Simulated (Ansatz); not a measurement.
**P₃ (quartet): from Hartree-Fock to the top rungs at a displaced geometry (v1), cc-pVDZ**

The task here is to estimate one member of a computed series from the others.

The runs use Ansatz 0.2.0, Gaussian basis; cc-pVDZ, core rule «outside noble gas», up to 15 orbitals frozen.

Plan: UHF; CCSD(T) on ROHF; CCSD(T) on UHF; BCCD(T) on ROHF; CISD as a restricted active space (open shells left free, so some higher excitations enter); CCSDT(Q) on ROHF; CCSDT(Q) on UHF; CASSCF and MRCISD+Q, 9 electrons in 9 orbitals; CASSCF and NEVPT2, 9 electrons in 9 orbitals.

24 further runs of the same task are left out: 9 that didn't finish, 15 set aside as unsound or not needed. Runs told in other sessions of the task aren't counted.

## The system

The geometry is a PBE0/def2-TZVP stationary point (not a proven minimum) with its atoms shifted at random (size 0.040 Å).

3 atoms, charge 0, spin multiplicity 4.

Atoms are counted from 1 here; the program's logs count them from 0.

Bond lengths: P1–P2 2.055 Å, P2–P3 2.057 Å. Angles: P1–P2–P3 110.3°.

The first run:

File in.yaml:

```yaml
crystal:
  periodic: [false, false, false]
  atoms:
    - {symbol: P, position_ang: [-0.015433, -0.413324, 1.681344]}
    - {symbol: P, position_ang: [-0.016266, 0.783480, 0.010487]}
    - {symbol: P, position_ang: [0.031698, -0.370156, -1.691831]}
basis:
  gaussian: {orbitals: cc-pVDZ}
magnetization: {spin_polarized: true, initial_magnetization: 3}
hamiltonian: {xc: hf}
output: {orbitals: {seedname: orbitals}}
```

The run is started by

```console
> ansatz run in.yaml --threads 1 --pin off --events-out ev --progress --plain --max-ram 2393MiB
```

Among the steps run: UHF; CCSD(T) on ROHF; CCSD(T) on UHF; BCCD(T) on ROHF; CISD as a restricted active space (open shells left free, so some higher excitations enter); CCSDT(Q) on ROHF; CCSDT(Q) on UHF; CASSCF and MRCISD+Q, 9 electrons in 9 orbitals; CASSCF and NEVPT2, 9 electrons in 9 orbitals.

One table of the session follows, with a row left open; its other results are not shown here.

It belongs to the step «Misses and costs». 

| method | from RCCSDT(Q) (meV) |
| --- | --- |
| ROHF | +9996.4 |
| UHF | +8972.3 |
| RMP2 | +1543.3 |
| UMP2 | +1916.6 |
| CISD | +1886.9 |
| RCCSD | +564.8 |
| UCCSD | +514.2 |
| RCCSD(T) | +91.9 |
| UCCSD(T) | +117.7 |
| BCCD(T) | +97.7 |
| RCCSDT | +50.8 |
| UCCSDT | +39.4 |
| RCCSDT(Q) | 0 |
| UCCSDT(Q) | -5.3 |
| CASSCF valence | ? |
| NEVPT2 valence | +1437.4 |
| MRCISD valence | +1056.8 |
| MRCISD+Q valence | +123.9 |

**Question.** Estimate the row for CASSCF valence.

As computed: from RCCSDT(Q) (meV): +7777.1. In the column «from RCCSDT(Q) (meV)» it lies between UMP2 (+1916.6) and UHF (+8972.3).

The ROHF row is the lowest such solution found; the determinant under the restricted MP2 and coupled-cluster rows lies 0.05 eV higher.

To keep in mind: Restricted and unrestricted rows rest on different reference determinants; a gap between their highest levels can come from leftover correlation error, from unlike frozen cores or from another state.
